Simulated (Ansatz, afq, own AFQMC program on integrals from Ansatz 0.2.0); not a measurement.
AFQMC on a folder of integrals that Ansatz 0.2.0 wrote.

```yaml
crystal:
  periodic: [false, false, false]
  atoms:
    - {symbol: C, position_ang: [-0.352438, 0.330795, -0.302199]}
    - {symbol: B, position_ang: [-0.120055, -1.005664, 0.435891]}
    - {symbol: H, position_ang: [-1.130800, 0.803755, 0.334216]}
    - {symbol: H, position_ang: [0.507572, 1.022227, -0.311657]}
    - {symbol: H, position_ang: [-0.784079, 0.244287, -1.314051]}
basis:
  gaussian: {orbitals: def2-TZVP}
magnetization: {spin_polarized: true, initial_magnetization: 2}
correlation: {method: ccsd_t, electrons: outside_noble_gas, hamiltonian_folder: ham}
```

```sh
$ ansatz run in.yaml --threads 1 --pin off --events-out ev --progress --plain --max-ram 16896MiB --backend cuda --devices 0, --max-vram 18GiB
```

afq runs on the folder ham with

```
--method phaseless --trial cisd --walkers 2300 --populations 20 --least-time 60 --time-step 0.005 --steps-per-block 50 --equilibration-blocks 28 --max-blocks 4000 --target-error 0.00019 --factor-cut 1e-05 --start spin_pure --seed 8217 --release-times 0.24,0.51,0.99,1.62,2.4 --release-step 0.03 --release-every 3 --taylor-order 6
```

Times are imaginary, in 1/Eh. The walk had a cap of 245 s. With eight or more populations the least sampling time is a fifth of least-time, and the error comes from their spread.

afq prints:

```
orbitals 78  electrons 6 4  factors 538 of 538
reference energy -64.18060623 Eh
CCSD correlation -0.24243517 Eh in 11 cycles, weight of the determinant in the CISD state 0.9035
energy of the start -64.422993 Eh
 block  time / (1/Eh)  mean weight  energy / Eh
     1     0.250  0.9998  -64.421623
     2     0.500  0.9999  -64.424849
     3     0.750  0.9998  -64.427099
     4     1.000  1.0004  -64.428222
     5     1.250  0.9997  -64.429420
     8     2.000  0.9999  -64.431898
    13     3.250  1.0002  -64.431001
    25     6.250  1.0002  -64.431837
    37     9.250  0.9997  -64.432628
    49    12.250  0.9996  -64.432456
    61    15.250  0.9999  -64.431653
    73    18.250  1.0002  -64.432547
    85    21.250  1.0002  -64.433275
    97    24.250  1.0000  -64.433519
   109    27.250  0.9999  -64.431758
   121    30.250  1.0003  -64.432054
   133    33.250  1.0003  -64.432479
   145    36.250  1.0002  -64.432564
   157    39.250  0.9999  -64.431834
   165    41.250  1.0000  -64.433739
   169    42.250  1.0003  -64.433545
   181    45.250  1.0004  -64.432860
   189    47.250  0.9998  -64.432866
error from the spread of 20 populations
released: time / (1/Eh)  energy / Eh  error  mean overlap
  0.24  -64.432625  0.000064  0.9979
  0.51  -64.432657  0.000169  0.9954
  0.99  -64.432723  0.000078  0.9916
  1.62  -64.432196  0.000548  0.9883
  2.40  -64.432181  0.000506  0.9910
energy -64.432584 +/- 0.000091 Eh
(rows thinned)
```

The run passed its tests (sampling time, drift between the halves within three errors, error under three times the target), which doesn't prove that it has relaxed, ending at its cap on processor time.

Against this walk (error 2.5 meV) on the same determinant: CCSD(T) 24.6 meV higher, CCSDT(Q) 5.0 meV lower. The error is statistical and leaves out the bias of the constraint. Released to 0.99 1/Eh the energy moves by -4 ± 3 meV (both errors), within twice the noise.

Cautions: constraint bias not in the error.

The walk took 4.1 min on 1 × NVIDIA H100 80GB HBM3 with 2 threads of AMD EPYC 7R13 Processor (Zen 3) (shared host) (the card was shared). The log's last line is the phaseless energy.

CCSDT and higher add their correlation energy to the determinant of the CCSD(T) run, since their own runs factorise the integrals more tightly (a shift of under 2 meV).
